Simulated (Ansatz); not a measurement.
## C4H3FS, SMILES C=C1C=C(F)S1: a geometry optimisation, step by step

With the Python package of Ansatz (0.2.0).

The script reads `c4h3fs.xyz`:
```text
9

C     0.74890   -1.63530    0.12620
C     0.34140   -0.32400   -0.07260
C    -0.87290    0.44770    0.22190
C    -0.31530    1.62550   -0.27600
F    -0.95700    2.82520   -0.36960
S     1.15340    1.03910   -0.78320
H     1.69900   -1.94280   -0.20740
H     0.06400   -2.27260    0.58730
H    -1.77290    0.19080    0.75630
```

Run as a notebook:

**Cell 1**
```python
import itertools
import warnings

import ansatz as az
from ase.data import atomic_numbers, covalent_radii
import numpy as np
```

**Cell 2**
```python
warnings.simplefilter("ignore", az.DeckWarning)

system = az.Crystal.molecule_from_extxyz("c4h3fs.xyz")
```

**Cell 3**
```python
model = (
    system.calculation()
    .basis(gaussian="def2-SVP")
    .functional("pbe0")
)
symbols = [site.symbol for site in system.cartesian_sites]
start = np.array([site.position_ang for site in system.cartesian_sites], dtype=float)
def progress(event):
    if event["event"] == "relax_step":
        row = event["data"]
        print(f"step {row['step']:3d}  E = {row['lagrangian_ev']:.6f} eV  largest force component {row['allowed_force_max_ev_ang']:.4f} eV/A")
```

**Cell 4**
```python
report = model.relax(force_tolerance=0.02).session().plan().execute(on_event=progress).report
end = np.array(report["positions_ang"])
```
Output:
```text
step   1  E = -17726.234533 eV  largest force component 5.9192 eV/A
step   2  E = -17726.713706 eV  largest force component 3.0479 eV/A
step   3  E = -17726.800430 eV  largest force component 1.0873 eV/A
step   4  E = -17726.877783 eV  largest force component 0.4665 eV/A
step   5  E = -17726.889927 eV  largest force component 0.1829 eV/A
step   6  E = -17726.891485 eV  largest force component 0.0818 eV/A
step   7  E = -17726.891767 eV  largest force component 0.0159 eV/A
```

**Cell 5**
```python
print("reference energy %16.6f eV" % report["reference_energy_ev"])
print("total energy     %16.6f eV" % report["free_energy_ev"])
print("occupied orbitals outside the frozen core (up, down):", report["n_occupied"], " frozen:", report["n_frozen"], " virtual:", report["n_virtual"])
```
Output:
```text
reference energy    -17726.891786 eV
total energy        -17726.891786 eV
occupied orbitals outside the frozen core (up, down): [26, 26]  frozen: 0  virtual: [77, 77]
```

**Cell 6**
```python
# pairs closer than 1.2 times the sum of covalent radii, before or after
radius = [covalent_radii[atomic_numbers[s]] for s in symbols]
span = lambda where, i, j: np.linalg.norm(where[i] - where[j])
bonded = [(i, j) for i, j in itertools.combinations(range(len(symbols)), 2) if min(span(start, i, j), span(end, i, j)) < 1.2 * (radius[i] + radius[j])]
print("pair        before    after (A)")
for i, j in bonded:
    print(f"{symbols[i]}{i}-{symbols[j]}{j}".ljust(10), f"{span(start, i, j):8.4f} {span(end, i, j):8.4f}")
for first, second in list(itertools.combinations(bonded, 2)):
    shared = set(first) & set(second)
    if shared and symbols[(j := shared.pop())] != "H":
        i, k = sorted((set(first) | set(second)) - {j})
        u, v = end[i] - end[j], end[k] - end[j]
        angle = np.degrees(np.arccos(np.clip(u @ v / np.linalg.norm(u) / np.linalg.norm(v), -1, 1)))
        print(f"final angle {symbols[i]}{i}-{symbols[j]}{j}-{symbols[k]}{k}: {angle:.2f} deg")
```
Output:
```text
pair        before    after (A)
C0-C1        1.3875   1.3306
C0-H6        1.0529   1.0911
C0-H7        1.0430   1.0930
C1-C2        1.4686   1.4629
C1-S5        1.7385   1.8202
C2-C3        1.3950   1.3473
C2-H8        1.0778   1.0885
C3-F4        1.3638   1.3013
C3-S5        1.6608   1.7780
final angle C1-C0-H6: 121.84 deg
final angle C1-C0-H7: 119.98 deg
final angle C0-C1-C2: 136.70 deg
final angle C0-C1-S5: 129.24 deg
final angle H6-C0-H7: 118.19 deg
final angle C2-C1-S5: 94.06 deg
final angle C1-C2-C3: 95.19 deg
final angle C1-C2-H8: 131.65 deg
final angle C1-S5-C3: 70.48 deg
final angle C3-C2-H8: 133.16 deg
final angle C2-C3-F4: 133.42 deg
final angle C2-C3-S5: 100.27 deg
final angle F4-C3-S5: 126.31 deg
```

Notes:
- Total energies depend on the basis set; only differences at equal settings carry meaning.
- The end point is the stationary point reached from this start; no frequency run checks that it is a minimum, and the basis set is modest.
- Run time: 39 s on 1 thread of Arm Neoverse V1, with other jobs on the host, peak memory 0.3 GiB.

(Lines on the test bed's own set-up are left out of the output.)
